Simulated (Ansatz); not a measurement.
**O–CH2, triplet: vertical spin and charge gaps**

Geometry (PBE0/def2-TZVP stationary point for this spin, not checked as a minimum):

```json
{"atom": "O", "x (Å)": "0.0000", "y (Å)": "0.0000", "z (Å)": "0.6438"}
{"atom": "C", "x (Å)": "0.0000", "y (Å)": "0.0000", "z (Å)": "-0.6606"}
{"atom": "H", "x (Å)": "0.0000", "y (Å)": "-0.9567", "z (Å)": "-1.1734"}
{"atom": "H", "x (Å)": "0.0000", "y (Å)": "0.9567", "z (Å)": "-1.1734"}
```

Basis cc-pVDZ; Ansatz 0.2.0. Only valence electrons are correlated (noble-gas cores frozen). R marks a restricted (for open shells ROHF) determinant, U an unrestricted one. Active spaces: valence = (12e, 10o) chosen from the atoms' valence shells.

Gaps are energies of the second state less the first, at fixed atoms, for a selection of the levels run; each method lands on the state that its own search finds for that charge and spin.

For open shells CISD is restricted-active-space CI with the open shells as a complete middle space.

Question: PBE gives 10.564 eV for quintet less triplet. Estimate what UCCSDT(Q) gives in cc-pVDZ.

Answer: UCCSDT(Q) in cc-pVDZ gives 10.866 eV, so against it PBE is off by -0.302 eV, of which a good part can be the reference's own basis and frozen-core error.

```
                 level  gap (eV)  error (meV)
                   UHF    10.378         -488
                  RMP2    11.120          254
                 UCCSD    10.907           41
             RCCSD(T)*    10.881           15
            RCCSDT(Q)*    10.865           -1
CASSCF (valence space)    10.941           75
                r2SCAN    10.513         -353
                  PBE0    10.679         -187
               RPA-PBE    10.585         -281
```

An asterisk marks runs whose energy the program itself flagged as in doubt.

Removing an electron, to the quartet: 12.931 eV at UCCSDT(Q).

```csv
level,gap (eV),error (meV)
RHF,11.765,-1166
UMP2,13.067,136
UCCSD,12.885,-46
BCCD(T),12.929,-2
UCCSDT,12.926,-5
CASSCF (valence space),11.887,-1044
NEVPT2 (valence space),12.800,-131
MRCISD (valence space),12.827,-104
PBE,13.249,318
r2SCAN,13.150,219
```

Question: PBE gives 7.853 eV for removing an electron, to the doublet. Estimate what UCCSDT(Q) gives in cc-pVDZ.

Answer: UCCSDT(Q) in cc-pVDZ gives 7.463 eV, so against it PBE is off by 0.390 eV, of which a good part can be the reference's own basis and frozen-core error.

| level | gap (eV) | error (meV) |
| --- | --- | --- |
| UHF | 7.570 | 107 |
| UMP2 | 7.590 | 127 |
| CISD | 7.614 | 151 |
| RCCSD(T) | 7.480 | 17 |
| BCCD(T) | 7.488 | 25 |
| CASSCF (valence space) | 6.163 | -1300 |
| NEVPT2 (valence space) | 7.276 | -187 |
| MRCISD+Q (valence space) | 7.442 | -21 |
| r2SCAN | 8.087 | 624 |
| B3LYP | 8.029 | 566 |

In so small a basis the reference is far from its limit while semilocal and hybrid functionals are nearer theirs (RPA and double hybrids share part of the reference's basis error), so the functionals' errors here hold much of the reference's basis and frozen-core error, which can add to them or hide them.

Full CI isn't at hand for all of this; UCCSDT(Q) serves as the reference, and is uncertain by the last step of the cluster series or more. The frozen core follows each run's orbitals, which can shift R against U totals by a few meV.
